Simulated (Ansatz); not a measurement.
Geometry optimisation, RKS PBE/cc-pVDZ in Ansatz 0.2.0.

input.yaml

```yaml
crystal:
  periodic: [false, false, false]
  atoms:
    - { symbol: Si, position_ang: [0.0, 0.0, 0.0] }
    - { symbol: H, position_ang: [0.0, 0.0, 1.46] }
    - { symbol: H, position_ang: [1.3768, 0.0, -0.4862] }
    - { symbol: "N", position_ang: [-0.8572, 1.4851, -0.6061] }
    - { symbol: H, position_ang: [-1.8773, 1.43, -0.8888] }
    - { symbol: H, position_ang: [-0.3367, 2.4058, -0.6766] }
    - { symbol: H, position_ang: [-0.6877, -1.1914, -0.4862] }
basis:
  gaussian: { orbitals: cc-pVDZ }
hamiltonian:
  xc: pbe
relax:
  f_tol: 0.02
  max_steps: 40
```

Run as:

```bash
$ ansatz run input.yaml --threads 1 --pin off --max-ram 2048MiB --backend cpu --events-out ev --progress --plain --runs-dir out
```

Q: Where does it end, and by what steps?

A: The run converged. After 6 steps the energy has fallen by 0.326 eV; N4 moved furthest, 0.26 Å.

```json
{"step": "0", "energy less start (eV)": "0.0000", "largest force component (eV/Å)": "2.181", "accepted": "yes"}
{"step": "1", "energy less start (eV)": "-0.2221", "largest force component (eV/Å)": "0.954", "accepted": "yes"}
{"step": "2", "energy less start (eV)": "-0.2947", "largest force component (eV/Å)": "0.479", "accepted": "yes"}
{"step": "3", "energy less start (eV)": "-0.3070", "largest force component (eV/Å)": "0.471", "accepted": "yes"}
{"step": "4", "energy less start (eV)": "-0.3214", "largest force component (eV/Å)": "0.173", "accepted": "yes"}
{"step": "5", "energy less start (eV)": "-0.3258", "largest force component (eV/Å)": "0.042", "accepted": "yes"}
{"step": "6", "energy less start (eV)": "-0.3261", "largest force component (eV/Å)": "0.019", "accepted": "yes"}
```

```xyz
7
Properties=species:S:1:pos:R:3
Si -0.026 0.046 -0.036
H -0.057 0.033 1.484
H 1.422 0.040 -0.460
N -0.805 1.410 -0.853
H -1.815 1.485 -0.675
H -0.391 2.324 -0.628
H -0.711 -1.209 -0.516
```

Run time: 10 s on 1 thread of Arm Neoverse V1, with other jobs on the host, peak memory 0.1 GiB.
